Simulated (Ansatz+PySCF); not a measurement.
The numbers below are computed, except where a source is named.
## Ansatz (development build ahead of 0.2.0) run

```yaml
crystal:
  periodic: [false, false, false]
  atoms:
    - { symbol: F, position_ang: [0.0, 0.0, -1.54851] }
    - { symbol: F, position_ang: [0.0, 0.0, 1.54851] }
basis:
  gaussian: { orbitals: STO-3G }
hamiltonian:
  xc: hf
correlation:
  method: mp2
  frozen_orbitals: { F: 1 }
scf:
  omitted_lower_state_checks: [atomic_configurations, cluster_reference, orbital_swaps, given_window_search, neighbouring_geometries, increment]
```

The input is written out in the form of the current development build from the run's settings.

Output:

```json
{
  "Converged": "yes",
  "Reference energy": "-195.56533 hartree",
  "Correlation energy": "-0.48098 hartree",
  "Total energy": "-196.04630 hartree",
  "Spin squared of the determinant": "0.000",
  "Occupied orbitals by symmetry in an Abelian subgroup (alpha; beta)": "3 Ag 2 B1u 1 B2g 1 B2u 1 B3g 1 B3u; 3 Ag 2 B1u 1 B2g 1 B2u 1 B3g 1 B3u"
}
```

Messages of the program:
```
unlike orbitals would lower it
```

Caution: the method has broken down; large amplitudes, a single reference is doubtful; an unrestricted determinant lies well below.
